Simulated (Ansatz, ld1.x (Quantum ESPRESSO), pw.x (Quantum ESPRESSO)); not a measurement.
**Cd (Z = 48): does the TM potential hold in the solid?**

ld1.x (Quantum ESPRESSO) 7.5 input, shortened:

```
&input
   title='Cd', zed=48., rel=1, dft='PW', iswitch=3,
   config='[Kr] 4d10 5s2 5p0 5d-2'
 /
 &inputp
   pseudotype=2, tm=.true., lloc=-1, rcloc=2.80,
   nlcc=.true., new_core_ps=.true., rcore=1.25
 /
3
5S  1  0   2.00   0.00  1.75  1.75  0.0
5P  2  1   0.00   0.00  3.25  3.25  0.0
5D  3  2  -2.00   0.30  3.10  3.10  0.0
 &test
   configts(1)='5s2 5p0'
 /
```

Crystal test: bcc Cd in pw.x 7.5, no spin, 13³ k-points, Fermi–Dirac smearing 0.01 Ry, cutoffs 60/240 Ry. The reference is all-electron LAPW (Ansatz 0.2.0) with the same functional, mesh and smearing; V0 and B0 come from Birch–Murnaghan fits to the pressures at five volumes. Errors are pseudo minus all-electron; Δ is the rms difference of the E(V) curves that follow from these fits, minima aligned, over ±6 % about the mean V0. Mesh and smearing are coarse, so the numbers serve the comparison and aren't converged zero-temperature values; the lattice is a test structure that the element need not adopt.

```tsv
V (Å³/atom)	P all-electron (GPa)	P pseudo (GPa)
19.153	4.47	-5.68
19.657	2.33	-6.68
20.161	0.52	-7.53
20.665	-1.02	-8.23
21.169	-2.33	-8.80
```

All-electron: a0 = 3.438 Å (V0 = 20.32 Å³/atom), B0 = 63.9 GPa.

Pseudopotential: mean pressure error (GPa): -8.18. The pressure does not cross zero within the volumes sampled, so no fit is given. The largest radius (3.25 bohr) exceeds half the bond length (2.81 bohr), so the spheres overlap, which is one possible source of error among others. This is a poor potential for the solid.

Problem. At the middle volume, how do free energy and pressure move when the wave cutoff is lowered (ecutrho kept at four times it)?

Solution.

```json
{"cutoff (Ry)": "27", "shift of F (meV/atom)": "+41.9", "shift of P (GPa)": "-0.22"}
{"cutoff (Ry)": "36", "shift of F (meV/atom)": "+31.3", "shift of P (GPa)": "-0.50"}
{"cutoff (Ry)": "48", "shift of F (meV/atom)": "+2.9", "shift of P (GPa)": "-0.24"}
```

The run at the middle volume (84 k-points, 6 iterations) took about 6.8 s on one core of a shared host (Neoverse-V2, 32 threads, 247 GiB, load 14).
